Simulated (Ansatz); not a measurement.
Relaxation of C3H5FO (10 atoms, charge 0, multiplicity 1), to a largest force component of 0.015 eV/Å in at most 40 steps.

Computed with Ansatz 0.2.0, RKS LDA/def2-SVP.

```xyz
10
Properties=species:S:1:pos:R:3
C -0.883 -1.153 0.253
O -0.816 0.173 0.843
C 0.149 0.989 0.360
C 1.151 0.765 -0.591
F 1.304 -0.368 -1.187
H -1.763 -1.615 0.720
H -1.131 -1.017 -0.823
H 0.015 -1.682 0.391
H 0.171 1.946 0.952
H 1.917 1.481 -0.784
```

Q: Where does it end, and by what steps?

A: It converged. After 5 steps the energy has fallen by 0.342 eV; H10 moved furthest, 0.07 Å.

```tsv
step	energy less start (eV)	largest force component (eV/Å)	accepted
0	0.0000	3.305	yes
1	-0.2642	1.370	yes
2	-0.3237	0.671	yes
3	-0.3393	0.246	yes
4	-0.3424	0.032	yes
5	-0.3425	0.011	yes
```

```xyz
10
Properties=species:S:1:pos:R:3
C -0.913 -1.104 0.251
O -0.797 0.169 0.825
C 0.186 0.960 0.393
C 1.140 0.751 -0.531
F 1.294 -0.371 -1.239
H -1.773 -1.604 0.740
H -1.099 -1.044 -0.846
H 0.006 -1.713 0.410
H 0.187 1.943 0.898
H 1.882 1.534 -0.764
```

Whether the end is a true minimum wasn't checked by a vibrational analysis.

Run time: 6.7 s on 2 threads of Arm Neoverse V2, with other jobs on the host, peak memory 0.12 GiB.
